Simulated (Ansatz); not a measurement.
Relaxation of BFH$_{4}$O (7 atoms, charge 0, multiplicity 1), to a largest force component of 0.03 eV/Å in at most 50 steps.

These are results of RKS B3LYP/cc-pVDZ in Ansatz, not measurements.

```xyz
7
Properties=species:S:1:pos:R:3:forces:R:3
B 0.028 -0.414 -0.392 0.06 -0.67 0.10
F -0.120 0.060 2.081 -0.11 0.22 0.09
H 1.058 0.202 -0.462 0.01 0.00 0.00
H -1.041 0.028 -0.731 -0.01 0.00 0.02
O 0.156 -1.741 -0.009 -0.06 0.69 -0.07
H -0.693 -2.206 -0.020 0.00 0.01 -0.03
H 0.254 -0.783 1.977 0.10 -0.25 -0.11
```

Q: Where does it end, and by what steps?

A: The forces met the threshold. The force dipped under the threshold on the way, but the program's further checks kept it going. After 24 steps the energy has fallen by 0.100 eV; H4 moved furthest, 1.33 Å.

| step | energy less start (eV) | largest force component (eV/Å) | accepted |
| --- | --- | --- | --- |
| 0 | 0.0000 | 0.687 | yes |
| 1 | -0.0138 | 0.406 | yes |
| 2 | -0.0149 | 0.978 | yes |
| 3 | -0.0284 | 0.230 | yes |
| 4 | -0.0317 | 0.137 | yes |
| 5 | -0.0364 | 0.142 | yes |
| 6 | -0.0390 | 0.174 | yes |
| 7 | -0.0409 | 0.196 | yes |
| 8 | -0.0441 | 0.071 | yes |
| 9 | -0.0447 | 0.318 | yes |
| 10 | -0.0579 | 0.110 | yes |
| 11 | -0.0693 | 0.241 | yes |
| 12 | -0.0522 | 0.980 | no |
| 13 | -0.0813 | 0.164 | yes |
| 14 | -0.0851 | 0.222 | yes |
| 15 | -0.0928 | 0.094 | yes |
| 16 | -0.0071 | 1.268 | no |
| 17 | -0.0968 | 0.077 | yes |
| 18 | -0.0985 | 0.072 | yes |
| 19 | -0.0958 | 0.329 | no |
| 20 | -0.0996 | 0.029 | yes |
| 21 | -0.0993 | 0.120 | no |
| 22 | -0.0999 | 0.032 | yes |
| 23 | -0.1000 | 0.037 | yes |
| 24 | -0.1000 | 0.024 | yes |

```xyz
7
Properties=species:S:1:pos:R:3
B -0.062 -0.363 -0.625
F 0.610 -0.432 2.704
H 0.587 0.594 -0.305
H -0.441 -0.576 -1.750
O -0.370 -1.240 0.373
H -0.894 -2.005 0.094
H 0.213 -0.831 1.954
```

Run time: 15 s on 1 thread of AMD EPYC 9R45 96-Core Processor (Zen 5), on a shared host, peak memory 0.15 GiB.
